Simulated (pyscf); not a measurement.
Single points on ωB97X-D3(BJ)/def2-SVP structures (PySCF, gas phase).

Question: Estimate the classical barrier height and the reaction energy of HO–Bi(OH)–OH + H₂C=CH₂ → H₃C–CH₂–O–Bi(OH)–OH at HF/def2-TZVP. The step runs on the singlet surface, breaks H–O and forms C–O, C–H; take the separated reactants as zero.

Answer: ΔE‡ = 73.3 kcal/mol, ΔE = -10.7 kcal/mol. ωB97M-D3(BJ)/def2-TZVP gives 50.5 kcal/mol and -16.6 kcal/mol. Zero-point energy shifts the barrier by -1.2 kcal/mol. It is an addition across a multiple bond or ene-type step, with an imaginary mode of 1819i cm⁻¹. One saddle was located; it need not be the lowest between these sides. Elements past Kr carry the def2 core potentials, without spin-orbit coupling.
